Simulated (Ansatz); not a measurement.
**Molecular dynamics of BClH$_{4}$**

Input file:

```yaml
crystal:
  periodic: [false, false, false]
  atoms:
    - { symbol: B, position_ang: [0.015983, -0.274045, 0.021835] }
    - { symbol: Cl, position_ang: [0.001193, 0.043782, 2.154359] }
    - { symbol: H, position_ang: [1.071654, 0.144422, -0.356404] }
    - { symbol: H, position_ang: [-1.059732, 0.083744, -0.36215] }
    - { symbol: H, position_ang: [0.051654, -1.540294, 0.163546] }
    - { symbol: H, position_ang: [0.037049, -1.12821, 1.235114] }
basis:
  gaussian: { orbitals: def2-SVP }
hamiltonian:
  xc: b3lyp
md:
  timestep: 0.5
  n_steps: 200
  ensemble: nve
  temperature: 300.0
  initial_velocities: maxwell_boltzmann
  seed: 6209
```

Launched with:

```bash
$ ansatz run input.yaml --threads 1 --pin off --max-ram 2048MiB --backend cpu --events-out ev --progress --plain --runs-dir out
```

It starts at the highest image of a converged band, a first-order saddle point between two minima.

Output, in part (one step line in 3, the closing report, with atoms numbered from 0):

```
md step     0: t =     0.00 fs  T =   300.0 K  F+E_penalty+E_count = -13258.88459208 eV  E_kin = 0.155112 eV  conserved = -13258.72948008 eV  (21 SCF iters)
md step     3: t =     1.50 fs  T =   267.3 K  F+E_penalty+E_count = -13258.86750122 eV  E_kin = 0.138206 eV  conserved = -13258.72929478 eV  (24 SCF iters)
md step     6: t =     3.00 fs  T =   211.4 K  F+E_penalty+E_count = -13258.83833652 eV  E_kin = 0.109281 eV  conserved = -13258.72905508 eV  (24 SCF iters)
md step     9: t =     4.50 fs  T =   191.4 K  F+E_penalty+E_count = -13258.82802925 eV  E_kin = 0.098965 eV  conserved = -13258.72906473 eV  (24 SCF iters)
md step    12: t =     6.00 fs  T =   206.6 K  F+E_penalty+E_count = -13258.83605415 eV  E_kin = 0.106804 eV  conserved = -13258.72924983 eV  (24 SCF iters)
md step    15: t =     7.50 fs  T =   215.5 K  F+E_penalty+E_count = -13258.84066188 eV  E_kin = 0.111410 eV  conserved = -13258.72925171 eV  (24 SCF iters)
md step    18: t =     9.00 fs  T =   222.4 K  F+E_penalty+E_count = -13258.84401069 eV  E_kin = 0.114986 eV  conserved = -13258.72902497 eV  (24 SCF iters)
md step    21: t =    10.50 fs  T =   277.4 K  F+E_penalty+E_count = -13258.87257209 eV  E_kin = 0.143428 eV  conserved = -13258.72914426 eV  (24 SCF iters)
md step    24: t =    12.00 fs  T =   358.4 K  F+E_penalty+E_count = -13258.91471062 eV  E_kin = 0.185328 eV  conserved = -13258.72938219 eV  (24 SCF iters)
md step    27: t =    13.50 fs  T =   415.3 K  F+E_penalty+E_count = -13258.94399181 eV  E_kin = 0.214731 eV  conserved = -13258.72926118 eV  (24 SCF iters)
md step    30: t =    15.00 fs  T =   466.7 K  F+E_penalty+E_count = -13258.97051591 eV  E_kin = 0.241299 eV  conserved = -13258.72921725 eV  (24 SCF iters)
md step    33: t =    16.50 fs  T =   522.6 K  F+E_penalty+E_count = -13258.99953147 eV  E_kin = 0.270199 eV  conserved = -13258.72933250 eV  (24 SCF iters)
md step    36: t =    18.00 fs  T =   559.4 K  F+E_penalty+E_count = -13259.01856204 eV  E_kin = 0.289215 eV  conserved = -13258.72934655 eV  (21 SCF iters)
md step    39: t =    19.50 fs  T =   575.2 K  F+E_penalty+E_count = -13259.02662533 eV  E_kin = 0.297389 eV  conserved = -13258.72923644 eV  (24 SCF iters)
md step    42: t =    21.00 fs  T =   601.3 K  F+E_penalty+E_count = -13259.04000522 eV  E_kin = 0.310905 eV  conserved = -13258.72910022 eV  (24 SCF iters)
md step    45: t =    22.50 fs  T =   668.8 K  F+E_penalty+E_count = -13259.07503336 eV  E_kin = 0.345818 eV  conserved = -13258.72921573 eV  (24 SCF iters)
md step    48: t =    24.00 fs  T =   750.3 K  F+E_penalty+E_count = -13259.11728284 eV  E_kin = 0.387928 eV  conserved = -13258.72935475 eV  (24 SCF iters)
md step    51: t =    25.50 fs  T =   812.6 K  F+E_penalty+E_count = -13259.14935062 eV  E_kin = 0.420129 eV  conserved = -13258.72922151 eV  (23 SCF iters)
md step    54: t =    27.00 fs  T =   872.6 K  F+E_penalty+E_count = -13259.18048384 eV  E_kin = 0.451149 eV  conserved = -13258.72933532 eV  (21 SCF iters)
md step    57: t =    28.50 fs  T =   910.0 K  F+E_penalty+E_count = -13259.19995493 eV  E_kin = 0.470493 eV  conserved = -13258.72946231 eV  (24 SCF iters)
md step    60: t =    30.00 fs  T =   904.0 K  F+E_penalty+E_count = -13259.19678122 eV  E_kin = 0.467419 eV  conserved = -13258.72936233 eV  (24 SCF iters)
md step    63: t =    31.50 fs  T =   881.8 K  F+E_penalty+E_count = -13259.18523645 eV  E_kin = 0.455941 eV  conserved = -13258.72929503 eV  (23 SCF iters)
md step    66: t =    33.00 fs  T =   864.6 K  F+E_penalty+E_count = -13259.17636186 eV  E_kin = 0.447056 eV  conserved = -13258.72930573 eV  (24 SCF iters)
md step    69: t =    34.50 fs  T =   849.3 K  F+E_penalty+E_count = -13259.16842748 eV  E_kin = 0.439113 eV  conserved = -13258.72931420 eV  (24 SCF iters)
md step    72: t =    36.00 fs  T =   827.2 K  F+E_penalty+E_count = -13259.15693559 eV  E_kin = 0.427676 eV  conserved = -13258.72925916 eV  (22 SCF iters)
md step    75: t =    37.50 fs  T =   804.7 K  F+E_penalty+E_count = -13259.14525150 eV  E_kin = 0.416066 eV  conserved = -13258.72918502 eV  (23 SCF iters)
md step    78: t =    39.00 fs  T =   793.8 K  F+E_penalty+E_count = -13259.13970208 eV  E_kin = 0.410438 eV  conserved = -13258.72926414 eV  (25 SCF iters)
md step    81: t =    40.50 fs  T =   782.1 K  F+E_penalty+E_count = -13259.13370698 eV  E_kin = 0.404396 eV  conserved = -13258.72931055 eV  (25 SCF iters)
md step    84: t =    42.00 fs  T =   763.5 K  F+E_penalty+E_count = -13259.12405604 eV  E_kin = 0.394781 eV  conserved = -13258.72927489 eV  (26 SCF iters)
md step    87: t =    43.50 fs  T =   747.8 K  F+E_penalty+E_count = -13259.11593181 eV  E_kin = 0.386643 eV  conserved = -13258.72928855 eV  (26 SCF iters)
md step    90: t =    45.00 fs  T =   730.2 K  F+E_penalty+E_count = -13259.10692897 eV  E_kin = 0.377559 eV  conserved = -13258.72936953 eV  (22 SCF iters)
md step    93: t =    46.50 fs  T =   691.8 K  F+E_penalty+E_count = -13259.08698279 eV  E_kin = 0.357684 eV  conserved = -13258.72929832 eV  (25 SCF iters)
md step    96: t =    48.00 fs  T =   646.8 K  F+E_penalty+E_count = -13259.06357887 eV  E_kin = 0.334429 eV  conserved = -13258.72914939 eV  (25 SCF iters)
md step    99: t =    49.50 fs  T =   622.1 K  F+E_penalty+E_count = -13259.05095942 eV  E_kin = 0.321670 eV  conserved = -13258.72928893 eV  (25 SCF iters)
md step   102: t =    51.00 fs  T =   592.8 K  F+E_penalty+E_count = -13259.03577180 eV  E_kin = 0.306483 eV  conserved = -13258.72928848 eV  (26 SCF iters)
md step   105: t =    52.50 fs  T =   562.9 K  F+E_penalty+E_count = -13259.02014552 eV  E_kin = 0.291061 eV  conserved = -13258.72908461 eV  (26 SCF iters)
md step   108: t =    54.00 fs  T =   577.4 K  F+E_penalty+E_count = -13259.02770079 eV  E_kin = 0.298542 eV  conserved = -13258.72915895 eV  (22 SCF iters)
md step   111: t =    55.50 fs  T =   620.1 K  F+E_penalty+E_count = -13259.05002345 eV  E_kin = 0.320617 eV  conserved = -13258.72940684 eV  (26 SCF iters)
md step   114: t =    57.00 fs  T =   629.9 K  F+E_penalty+E_count = -13259.05517664 eV  E_kin = 0.325686 eV  conserved = -13258.72949083 eV  (26 SCF iters)
md step   117: t =    58.50 fs  T =   590.3 K  F+E_penalty+E_count = -13259.03439896 eV  E_kin = 0.305214 eV  conserved = -13258.72918452 eV  (25 SCF iters)
md step   120: t =    60.00 fs  T =   570.8 K  F+E_penalty+E_count = -13259.02422177 eV  E_kin = 0.295143 eV  conserved = -13258.72907884 eV  (25 SCF iters)
md step   123: t =    61.50 fs  T =   587.9 K  F+E_penalty+E_count = -13259.03352088 eV  E_kin = 0.303978 eV  conserved = -13258.72954305 eV  (25 SCF iters)
md step   126: t =    63.00 fs  T =   546.1 K  F+E_penalty+E_count = -13259.01183117 eV  E_kin = 0.282378 eV  conserved = -13258.72945270 eV  (21 SCF iters)
md step   129: t =    64.50 fs  T =   467.5 K  F+E_penalty+E_count = -13258.97064646 eV  E_kin = 0.241735 eV  conserved = -13258.72891180 eV  (20 SCF iters)
md step   132: t =    66.00 fs  T =   472.2 K  F+E_penalty+E_count = -13258.97317606 eV  E_kin = 0.244171 eV  conserved = -13258.72900496 eV  (20 SCF iters)
md step   135: t =    67.50 fs  T =   541.5 K  F+E_penalty+E_count = -13259.00949611 eV  E_kin = 0.279991 eV  conserved = -13258.72950537 eV  (25 SCF iters)
md step   138: t =    69.00 fs  T =   558.9 K  F+E_penalty+E_count = -13259.01852272 eV  E_kin = 0.288997 eV  conserved = -13258.72952539 eV  (25 SCF iters)
md step   141: t =    70.50 fs  T =   520.7 K  F+E_penalty+E_count = -13258.99826864 eV  E_kin = 0.269239 eV  conserved = -13258.72902931 eV  (20 SCF iters)
md step   144: t =    72.00 fs  T =   535.2 K  F+E_penalty+E_count = -13259.00582675 eV  E_kin = 0.276742 eV  conserved = -13258.72908434 eV  (20 SCF iters)
md step   147: t =    73.50 fs  T =   588.7 K  F+E_penalty+E_count = -13259.03399957 eV  E_kin = 0.304374 eV  conserved = -13258.72962570 eV  (25 SCF iters)
md step   150: t =    75.00 fs  T =   561.5 K  F+E_penalty+E_count = -13259.01985947 eV  E_kin = 0.290325 eV  conserved = -13258.72953442 eV  (25 SCF iters)
md step   153: t =    76.50 fs  T =   472.7 K  F+E_penalty+E_count = -13258.97340578 eV  E_kin = 0.244418 eV  conserved = -13258.72898752 eV  (20 SCF iters)
md step   156: t =    78.00 fs  T =   447.8 K  F+E_penalty+E_count = -13258.96047699 eV  E_kin = 0.231516 eV  conserved = -13258.72896083 eV  (20 SCF iters)
md step   159: t =    79.50 fs  T =   493.7 K  F+E_penalty+E_count = -13258.98469889 eV  E_kin = 0.255243 eV  conserved = -13258.72945612 eV  (24 SCF iters)
md step   162: t =    81.00 fs  T =   501.5 K  F+E_penalty+E_count = -13258.98876549 eV  E_kin = 0.259318 eV  conserved = -13258.72944751 eV  (25 SCF iters)
md step   165: t =    82.50 fs  T =   472.3 K  F+E_penalty+E_count = -13258.97323183 eV  E_kin = 0.244216 eV  conserved = -13258.72901621 eV  (20 SCF iters)
md step   168: t =    84.00 fs  T =   498.0 K  F+E_penalty+E_count = -13258.98660992 eV  E_kin = 0.257471 eV  conserved = -13258.72913861 eV  (22 SCF iters)
md step   171: t =    85.50 fs  T =   555.5 K  F+E_penalty+E_count = -13259.01670236 eV  E_kin = 0.287231 eV  conserved = -13258.72947148 eV  (22 SCF iters)
md step   174: t =    87.00 fs  T =   564.7 K  F+E_penalty+E_count = -13259.02145718 eV  E_kin = 0.291980 eV  conserved = -13258.72947757 eV  (23 SCF iters)
md step   177: t =    88.50 fs  T =   521.2 K  F+E_penalty+E_count = -13258.99868386 eV  E_kin = 0.269464 eV  conserved = -13258.72921953 eV  (21 SCF iters)
md step   180: t =    90.00 fs  T =   485.7 K  F+E_penalty+E_count = -13258.98027230 eV  E_kin = 0.251151 eV  conserved = -13258.72912132 eV  (20 SCF iters)
md step   183: t =    91.50 fs  T =   480.6 K  F+E_penalty+E_count = -13258.97781387 eV  E_kin = 0.248471 eV  conserved = -13258.72934274 eV  (21 SCF iters)
md step   186: t =    93.00 fs  T =   463.3 K  F+E_penalty+E_count = -13258.96884241 eV  E_kin = 0.239557 eV  conserved = -13258.72928508 eV  (21 SCF iters)
md step   189: t =    94.50 fs  T =   445.4 K  F+E_penalty+E_count = -13258.95942284 eV  E_kin = 0.230301 eV  conserved = -13258.72912226 eV  (20 SCF iters)
md step   192: t =    96.00 fs  T =   461.8 K  F+E_penalty+E_count = -13258.96799770 eV  E_kin = 0.238791 eV  conserved = -13258.72920650 eV  (21 SCF iters)
md step   195: t =    97.50 fs  T =   496.7 K  F+E_penalty+E_count = -13258.98607687 eV  E_kin = 0.256806 eV  conserved = -13258.72927128 eV  (21 SCF iters)
md step   198: t =    99.00 fs  T =   529.3 K  F+E_penalty+E_count = -13259.00298017 eV  E_kin = 0.273659 eV  conserved = -13258.72932074 eV  (20 SCF iters)
md step   200: t =   100.00 fs  T =   542.4 K  F+E_penalty+E_count = -13259.00978733 eV  E_kin = 0.280437 eV  conserved = -13258.72935007 eV  (20 SCF iters)
Total energy: -13259.01002437 eV, -487.2596311157 hartree
Atom 0 at     0.055432    -0.415344    -1.267427 Å, force     0.206359     0.232603     0.090962 eV/Å
Atom 1 at    -0.019849     0.049378     2.565637 Å, force     0.190407     0.050897     0.914874 eV/Å
Atom 2 at     1.055411     0.078784    -0.775116 Å, force    -0.256128    -0.219592    -0.161750 eV/Å
Atom 3 at    -1.010658     0.111871    -1.085263 Å, force    -0.038122     0.012528     0.041036 eV/Å
Atom 4 at     0.107217    -1.403126    -1.953768 Å, force     0.092525    -0.028911     0.035745 eV/Å
Atom 5 at     0.265620     0.090667     3.856471 Å, force    -0.195041    -0.047525    -0.920866 eV/Å
Dipole moment:     0.060230     0.010568     0.295927 e Å
```

All steps were run. The conserved energy stayed within 0.11 meV per atom of its start (net change 0.022 meV per atom), so the integration is sound. The system heated up, since it started high on the potential surface and ran downhill. A run of 0.1 ps of so small a system gives no equilibrium averages. The orbitals stay closed-shell, which can raise the energy where a bond breaks towards radicals; this wasn't checked here.

The step under study would form B1–H5, Cl2–H6 and break B1–Cl2, H5–H6. These pairs go: B1–H5 1.27 → 1.20 Å, Cl2–H6 1.49 → 1.32 Å, B1–Cl2 2.16 → 3.86 Å, H5–H6 1.15 → 6.00 Å. In the last frame they stand as after the step (other bonds may differ from the relaxed reactants and products). It ends as BH3 + ClH. Pairs count as bonded within 1.25 times the sum of covalent radii (0.12 Å more for H–H).

Last frame:

```xyz
6
Properties=species:S:1:pos:R:3
B 0.055 -0.415 -1.267
Cl -0.020 0.049 2.566
H 1.055 0.079 -0.775
H -1.011 0.112 -1.085
H 0.107 -1.403 -1.954
H 0.266 0.091 3.857
```

Time of the run: 3 min on 1 thread of Arm Neoverse V2, with other jobs on the host, peak memory 0.09 GiB.
